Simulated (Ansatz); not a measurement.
A nudged elastic band was laid between two geometries of BH3O + H2O (8 atoms, charge 0, multiplicity 1).

Level of theory: RKS BLYP/6-31G* (Ansatz).

```
movable images  : 7
climbing image  : yes
spring          : 0.5 eV/Å²
optimiser       : quadratic models (default)
start path      : through a guess of the saddle point
force threshold : 0.05 eV/Å
iteration limit : 60
end points      : relaxed
```

First end point:

```xyz
8
Properties=species:S:1:pos:R:3
B -0.135 -0.252 -0.094
H -0.349 -0.986 0.842
O 1.147 -0.147 -0.624
H 1.791 -0.654 -0.089
H -1.016 0.189 -0.780
O -0.113 1.634 1.182
H 0.525 2.034 0.550
H 0.454 1.360 1.935
```

Last end point:

```xyz
8
Properties=species:S:1:pos:R:3
B 0.358 0.264 -0.629
H -1.015 0.448 3.531
O 1.669 0.098 -1.029
H 1.735 -0.523 -1.780
H -0.563 -0.304 -1.152
O 0.078 1.114 0.411
H 0.902 1.517 0.763
H -0.859 0.564 2.808
```

(1) Which bonds break or form, and what moves?

(2) Give the energies along the band, and the barrier.

(3) What is the geometry of the highest image?

Results:

(1) Bonds broken: B1–H2, O6–H8. Bonds formed: B1–O6, H2–H8. BH3O + H2O becomes BH3O2 + H2.

(2) The forces met the threshold. The highest image is number 4 of 0 to 8, 23.1 kcal/mol above the first end and 54.6 kcal/mol above the last; the last end lies 31.5 kcal/mol below the first. The profile has 2 maxima (images 2, 4) with wells between them (image 3): this band takes more than one step, which may be the mechanism or a detour left from its start path. Neighbouring images differ by up to 2.0 eV, so the band resolves the path poorly. Another band between the same ends (7 images) ends at a top of the same energy, where a vibrational analysis finds 1 clearly imaginary mode. The orbitals stay closed-shell, which can raise the energy where a bond breaks towards radicals; this wasn't checked here.

| image | path coordinate (Å) | energy (kcal/mol) | B1–H2 (Å) | O6–H8 (Å) | B1–O6 (Å) |
| --- | --- | --- | --- | --- | --- |
| 0 | 0.00 | 0.0 | 1.21 | 0.98 | 2.28 |
| 1 | 0.79 | 4.1 | 1.22 | 0.98 | 1.92 |
| 2 | 1.57 | 4.2 | 1.21 | 0.98 | 1.85 |
| 3 | 2.36 | 2.1 | 1.22 | 0.99 | 2.07 |
| 4 | 3.15 | 23.1 | 1.39 | 1.26 | 1.62 |
| 5 | 4.20 | -24.0 | 2.39 | 2.12 | 1.38 |
| 6 | 5.25 | -30.7 | 3.39 | 2.65 | 1.37 |
| 7 | 6.30 | -31.4 | 4.00 | 2.67 | 1.37 |
| 8 | 7.36 | -31.5 | 4.38 | 2.63 | 1.37 |

(3) 
```xyz
8
Properties=species:S:1:pos:R:3
B 0.064 0.153 0.140
H -0.324 -0.355 1.376
O 1.412 -0.153 -0.097
H 1.511 -0.666 -0.920
H -0.815 -0.121 -0.633
O -0.090 1.669 0.702
H 0.834 1.960 0.883
H -0.288 0.692 1.470
```

Time of the run: 3.1 min on 1 thread of Arm Neoverse V1, with other jobs on the host, peak memory 0.098 GiB.
